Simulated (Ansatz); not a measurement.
**SiH2 (SMILES [SiH2]): CCSD(T)/cc-pVDZ**

Aim: the vertical ionisation energy of SiH2 at CCSD(T)/cc-pVDZ, from 2 runs. 

The calculation is run with Ansatz 0.2.0.

61 further runs of the same task are left out: 61 set aside as unsound or not needed.

### 1 The structure to begin with

SiH2 has 3 atoms, charge 0, and is taken as a singlet. SMILES: `[SiH2]`. The coordinates come from a PBE0-D4/def2-TZVP relaxation.

Bond lengths: Si1–H2 1.525 Å, Si1–H3 1.525 Å. Angles: H2–Si1–H3 91.2°.

### 2 The energy at CCSD(T)/cc-pVDZ

Contents of run.yaml:

```yaml
crystal:
  periodic: [false, false, false]
  atoms:
    - {symbol: Si, position_ang: [-0.491200, 0.468600, -0.213600]}
    - {symbol: H, position_ang: [0.840300, 0.578600, 0.522500]}
    - {symbol: H, position_ang: [-0.349100, -1.047200, -0.308900]}
basis:
  gaussian:
    orbitals: cc-pVDZ
correlation:
  method: ccsd_t
  frozen_orbitals: {H: 0, Si: 5}
accuracy: high
scf:
  omitted_lower_state_checks: [cluster_reference, increment]
```

Started as:

```console
$ ansatz run run.yaml --threads 1 --pin off --max-ram 2610MiB --events-out events.jsonl --progress --plain --runs-dir runs
```

What it wrote (excerpt; [...] marks lines left out):

```text
Warning: RAYON_NUM_THREADS=1 ignored (pool sized by the plan → 1); use --threads N
Functional definition: HF
  name "HF"
[...]
554 factors; integrals over basis functions are off by at most 3.2e-9 eV
[...]
mean field -7891.80078325 eV, -290.0183295298 hartree, gradient 3.2e-8 eV, S^2 0.000000; 0 other end points of the search recorded, 0 dependent functions left out; unrestricted orbitals would lower it
5 core orbitals not correlated: weight in the atoms' cores, before any rotation towards them, 1.000 or more for the frozen orbitals, at most 0.000 for the correlated occupied ones
reference -7891.80078325 eV, -290.0183295298 hartree; 3, 3 occupied and 20, 20 virtual orbitals, 554 factors
second order -2.40397069 eV of doubles, -0.00000000 eV of singles
cycle   1  -2.93305858 eV  change   -5.3e-1 eV  update   6.3e-2
[...]
cycle  20  -3.17951144 eV  change   4.0e-10 eV  update  4.9e-10
perturbative correction -0.06113229 eV, -0.0022465704 hartree
Total energy: -7895.04142698 eV, -290.1374209904 hartree
Checks for a lower state left out: cluster_reference, increment
```

It took 0.3 s on 1 thread of Arm Neoverse V1, shared host.

### 3 The doublet cation, same level

Edit run.yaml of step 2 so:

```diff
@@ -9,2 +9,6 @@
     orbitals: cc-pVDZ
+total_charge: 1
+magnetization:
+  spin_polarized: true
+  initial_magnetization: 1
 correlation:
```

Started as:

```console
$ ansatz run run.yaml --threads 1 --pin off --max-ram 2610MiB --events-out events.jsonl --progress --plain --runs-dir runs
```

What it wrote (excerpt; [...] marks lines left out):

```text
Warning: RAYON_NUM_THREADS=1 ignored (pool sized by the plan → 1); use --threads N
[... 2 set-up lines as earlier in the session ...]
[...]
554 factors; integrals over basis functions are off by at most 3.2e-9 eV
[...]
mean field -7883.36739160 eV, -289.7084081031 hartree, gradient 2.7e-8 eV, S^2 0.758864; 0 other end points of the search recorded, 0 dependent functions left out
5 core orbitals not correlated: weight in the atoms' cores, before any rotation towards them, 1.000 or more for the frozen orbitals, at most 0.000 for the correlated occupied ones
reference -7883.36739160 eV, -289.7084081031 hartree; 3, 2 occupied and 20, 21 virtual orbitals, 554 factors
second order -1.71471558 eV of doubles, -0.00000000 eV of singles
cycle   1  -2.11652174 eV  change   -4.0e-1 eV  update   5.2e-2
[...]
cycle  22  -2.31434822 eV  change   1.5e-10 eV  update  3.8e-10
perturbative correction -0.04357333 eV, -0.0016012902 hartree
Total energy: -7885.72531315 eV, -289.7950601218 hartree
Checks for a lower state left out: cluster_reference, increment
```

Run time: 0.46 s. Hardware: 1 thread of Arm Neoverse V1, shared host.

### 4 Outcome

At CCSD(T)/cc-pVDZ, 5 core orbitals frozen:

| quantity | value |
| --- | --- |
| singlet SiH2: total energy | -290.13742 Eh |
| singlet SiH2: correlation energy (5 core orbitals frozen) | -119.1 mEh |
| singlet SiH2: (T) correction | -2.25 mEh |
| singlet SiH2: T1 diagnostic | 0.014 |
| doublet cation: total energy | -289.79506 Eh |
| doublet cation: correlation energy (5 core orbitals frozen) | -86.7 mEh |
| doublet cation: (T) correction | -1.60 mEh |
| doublet cation: ⟨S²⟩ of the reference determinant | 0.759 |
| doublet cation: T1 diagnostic | 0.017 |
| vertical ionisation energy (to the doublet cation) | 9.316 eV |

**Reading.** Removing an electron at fixed nuclei costs 9.32 eV (899 kJ/mol). The restricted solution (singlet SiH2) is unstable to spin breaking: an unrestricted one lies lower. The triples (singlet SiH2) make up 1.9 % of the correlation energy. The triples (doublet cation) make up 1.8 % of the correlation energy.
